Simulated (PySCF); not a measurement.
# BH2 (boron dihydride): U-wB97M-V/cc-pVTZ

Aim: the vertical doublet–quartet gap of BH2 (boron dihydride) at U-wB97M-V/cc-pVTZ, from 2 runs. Input form: a Python script.

Program for the calculation: PySCF 2.14.0.

2 further runs of the same task are left out: 2 set aside as unsound or not needed.

### Step 1. The system as given

BH2 has 3 atoms, charge 0, and is taken as a doublet. As SMILES, `[BH2]`. Geometry: relaxed at GFN2-xTB.

Bond lengths: B1–H2 1.159 Å, B1–H3 1.159 Å. Angles: H2–B1–H3 128.4°.

### Step 2. A single-point energy at U-wB97M-V/cc-pVTZ

Input file input.py:

```python
# [BH2]
from pyscf import gto, dft

system = gto.M(
    atom='''
B      0.496696    -0.314129     0.243094
H      0.529161     1.861985     0.493181
H     -1.025857    -1.547856    -0.736294
''',
    charge=0,
    spin=1,
    max_memory=1860,
    verbose=3,
    unit='bohr',
    basis='cc-pvtz',
)

calc0 = dft.UKS(system)
calc0.xc = 'wb97m-v'
calc0.nlcgrids.level = 1
calc0.conv_tol = 1e-10
calc0.grids.level = 5
calc0.kernel()
if not calc0.converged:
    calc0 = calc0.newton().run(calc0.mo_coeff, calc0.mo_occ)

e_tot = calc0.e_tot
print('E = %.10f Eh' % e_tot)
```

The run is started by

```sh
$ OMP_NUM_THREADS=1 python input.py
```

Standard output:

```text
WARN: HOMO -0.104876741571879 >= LUMO -0.104876741571882

converged SCF energy = -25.9100332094044  <S^2> = 0.75084156  2S+1 = 2.0008414
E = -25.9100332094 Eh
```

Run time: 13 s. Hardware: 1 thread of Arm Neoverse V2, shared host; peak memory 0.32 GiB.

### Step 3. The quartet

Input file input.py:

```python
from pyscf import gto, dft

system = gto.M(
    atom='''
B      0.496696    -0.314129     0.243094
H      0.529161     1.861985     0.493181
H     -1.025857    -1.547856    -0.736294
''',
    max_memory=1860,
    basis='cc-pvtz',
    spin=3,
    verbose=3,
    unit='bohr',
)

mf = dft.UKS(system)
mf.xc = 'wb97m-v'
mf.nlcgrids.level = 1
mf.grids.level = 5
mf.conv_tol = 1e-10
mf.kernel()
if not mf.converged:
    mf = mf.newton().run(mf.mo_coeff, mf.mo_occ)

etot = mf.e_tot
print('E = %.10f Eh' % etot)
```

The run is started by

```sh
$ OMP_NUM_THREADS=1 python input.py
```

Standard output:

```text
WARN: HOMO -0.0545173244072918 >= LUMO -0.394989589406411

converged SCF energy = -25.7061679071091  <S^2> = 3.7517583  2S+1 = 4.0008791
E = -25.7061679071 Eh
```

Run time: 14 s. Hardware: 1 thread of Arm Neoverse V2, shared host; peak memory 0.32 GiB.

### Step 4. Summary of results

At U-wB97M-V/cc-pVTZ:

| quantity | value |
| --- | --- |
| doublet: total energy | -25.91003 Eh |
| doublet: dipole moment | 0.47 D |
| doublet: HOMO energy (highest over α and β) | -8.05 eV |
| doublet: LUMO energy (lowest over α and β) | -0.20 eV |
| doublet: ⟨S²⟩ | 0.751 |
| quartet: total energy | -25.70617 Eh |
| quartet: dipole moment | 1.27 D |
| quartet: HOMO energy (highest over α and β) | -7.46 eV |
| quartet: LUMO energy (lowest over α and β) | -5.78 eV |
| quartet: ⟨S²⟩ | 3.752 |
| vertical energy of the quartet above the doublet | 5.547 eV |

**Reading.** At this shape the quartet lies 5.55 eV (128 kcal/mol) above the doublet.
